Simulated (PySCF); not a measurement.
Geometries of 2 isomers of C6H10, from PBE0-D3(BJ)/def2-SVP geometry optimisation, gas phase (PySCF 2.14.0). One conformer each, no zero-point energy, no frequencies.

Task: Which isomer lies lower at this level?
A.
```xyz
16
angstrom
C      2.020    0.032    0.091
C      0.564   -0.083    0.522
C     -0.216    1.206    0.463
C     -1.440    1.033   -0.045
C     -1.692   -0.404   -0.406
C     -0.283   -1.018   -0.365
H      2.584    0.711    0.749
H      2.521   -0.949    0.116
H      2.093    0.422   -0.937
H      0.549   -0.447    1.569
H      0.180    2.154    0.838
H     -2.194    1.818   -0.147
H     -2.369   -0.871    0.335
H     -2.184   -0.526   -1.385
H     -0.273   -2.062   -0.016
H      0.143   -1.015   -1.382
```
B.
```xyz
16
angstrom
C     -1.641   -1.129   -0.593
C     -0.832   -0.005   -0.017
C     -1.588    1.164    0.540
C      0.497   -0.045   -0.001
C      1.757    0.605    0.353
C      1.725   -0.769   -0.321
H     -2.279   -0.773   -1.420
H     -1.000   -1.936   -0.974
H     -2.321   -1.555    0.164
H     -2.223    1.629   -0.234
H     -2.266    0.846    1.350
H     -0.910    1.932    0.938
H      2.058    0.650    1.406
H      2.103    1.458   -0.243
H      2.050   -0.833   -1.366
H      2.003   -1.640    0.282
```

Result: A. That is 3-methylcyclopentene, `[C@@H]1(C)CCC=C1`, 27.1 kcal/mol below the other.

```csv
SMILES,atoms numbered as above,E (Eh),relative (kcal/mol),relative (kJ/mol),dipole (D)
C[C@H]1C=CCC1,[CH3:1][C@H:2]1[CH:3]=[CH:4][CH2:5][CH2:6]1,-234.19905,0.0,0.0,0.21
CC(C)=C1CC1,[CH3:1][C:2]([CH3:3])=[C:4]1[CH2:5][CH2:6]1,-234.15585,27.1,113.4,0.24
```

As drawn, the higher has a three-membered ring, which the lower lacks.
